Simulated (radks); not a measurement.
# Si²⁺ in [Ne] 3s1.5 4f0.5: an all-electron calculation

One table from this session's results is given with a row withheld; the runs are named, their logs left out.

Program: radks (a radial shooting solver on a logarithmic mesh, Libxc functionals) version 1. Level of theory: scalar-relativistic Kohn-Sham, r2SCAN, spin-polarised, spherical densities, finite nucleus; open shells are filled with parallel spins first. These are calculated values, not measurements, unless marked.

### Starting point

```
element            : silicon (Z = 14)
charge             : +2
electrons          : 12
configuration      : [Ne] 3s1.5 4f0.5
nuclear rms radius : 3.1224 fm
```

Set-up of the first run:

Settings of this run:

```text
Z 14
configuration [Ne] 3s1.5 4f0.5 3p0 4s0
relativity scalar-relativistic
functional r2scan,r2scan
spin polarised
nucleus finite rms 3.1224 fm
c 137.035999084
```

Command:

```console
$ python run_ks.py task.json out
```

The same process makes all the runs of this session.

Among the steps run: Self-consistent calculation.

One of the session's tables, all rows but one given; the rest of the session is left out.

It belongs to the step «Shells». Radial moments (bohr):

| level | <r> | outermost maximum (interpolated) | 90 % within | nodes |
| --- | --- | --- | --- | --- |
| 1s up | 0.1113 | 0.0726 | 0.199 | 0 |
| 1s down | 0.1113 | 0.0726 | 0.199 | 0 |
| 2s up | 0.5643 | 0.453 | 0.888 | 1 |
| 2s down | 0.5643 | 0.453 | 0.888 | 1 |
| 2p up | 0.5343 | 0.388 | 0.895 | 0 |
| 2p down | 0.5339 | 0.388 | 0.895 | 0 |
| 3s up | ? | ? | ? | ? |
| 3s down | 1.931 | 1.69 | 2.86 | 2 |
| 3p up | 2.147 | 1.85 | 3.23 | 1 |
| 3p down | 2.144 | 1.85 | 3.21 | 1 |
| 4s up | 4.709 | 4.39 | 6.69 | 3 |
| 4f up | 6.681 | 6.06 | 9.60 | 0 |

Q: Estimate the row for 3s up from the others.

**Answer.** <r>: 1.909; outermost maximum (interpolated): 1.67; 90 % within: 2.82; nodes: 2. In the column «<r>» it lies between 2s down (0.5643) and 3s down (1.931).
